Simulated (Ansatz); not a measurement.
A nudged elastic band was laid between two geometries of C3H5S (9 atoms, charge 1, multiplicity 1).

Theory: Ansatz, RHF/cc-pVDZ.

| Item | Value |
| --- | --- |
| movable images | 9 |
| climbing image | yes |
| spring | 5.0 eV/Å² |
| optimiser | quadratic models (default) |
| start path | through a guess of the saddle point |
| force threshold | 0.05 eV/Å |
| iteration limit | 58 |
| end points | relaxed |

Image 0:

```xyz
9
Properties=species:S:1:pos:R:3
C -0.282 0.542 -1.138
C -0.163 -0.146 0.052
C 1.124 -0.465 0.437
S -1.598 -0.725 0.963
H 0.592 0.857 -1.698
H -1.254 0.782 -1.555
H 1.316 -1.058 1.324
H 1.982 -0.138 -0.140
H -1.717 0.350 1.755
```

Image 10:

```xyz
9
Properties=species:S:1:pos:R:3
C -0.272 0.592 -1.116
C -0.112 0.103 0.165
C 1.134 -0.415 0.460
S -1.388 0.277 1.416
H 0.520 0.510 -1.853
H -1.190 1.081 -1.423
H 1.380 -0.761 1.458
H 1.908 -0.483 -0.297
H -1.980 -0.904 1.190
```

Problem. What changes between the two ends?

Solution. No bond is made or broken. The dihedral C1–C2–S4–H9 goes from -93 to 93°. The two ends are copies of one structure, up to a mirror image or an exchange of like atoms.

Problem. What energy profile does the band end with?

Solution. The forces met the threshold. The highest image is number 5 of 0 to 10, 0.074 eV above the ends, which have the same energy within 2 meV. A vibrational analysis at the climbing image gives one clearly imaginary mode, 150i cm⁻¹: a first-order saddle point. Limits of this set-up: the dipole of an ion depends on the origin.

| image | path coordinate (Å) | energy (eV) | dihedral C1–C2–S4–H9 (°) |
| --- | --- | --- | --- |
| 0 | 0.00 | 0.000 | -93 |
| 1 | 0.31 | 0.007 | -76 |
| 2 | 0.63 | 0.025 | -58 |
| 3 | 0.94 | 0.048 | -39 |
| 4 | 1.26 | 0.068 | -19 |
| 5 | 1.57 | 0.074 | 1 |
| 6 | 1.88 | 0.066 | 21 |
| 7 | 2.19 | 0.047 | 40 |
| 8 | 2.50 | 0.025 | 59 |
| 9 | 2.81 | 0.007 | 76 |
| 10 | 3.12 | 0.000 | 93 |

Problem. What is the geometry of the highest image?

Solution. 
```xyz
9
Properties=species:S:1:pos:R:3
C -0.292 0.576 -0.968
C -0.076 -0.083 0.222
C 1.226 -0.510 0.403
S -1.295 -0.431 1.474
H 0.523 0.742 -1.662
H -1.267 0.951 -1.261
H 1.533 -1.064 1.284
H 1.987 -0.303 -0.340
H -2.340 0.122 0.848
```

Problem. What are the harmonic wavenumbers there?

Solution. 150i, 256, 352, 446, 524, 694, 714, 1017, 1091, 1130, 1220, 1235, 1461, 1485, 1661, 1672, 2878, 3313, 3319, 3429, 3434 cm⁻¹.

Run time: 2.3 min on 1 thread of AMD EPYC 7R43 64-Core Processor (Zen 3), on a shared host, peak memory 0.15 GiB.
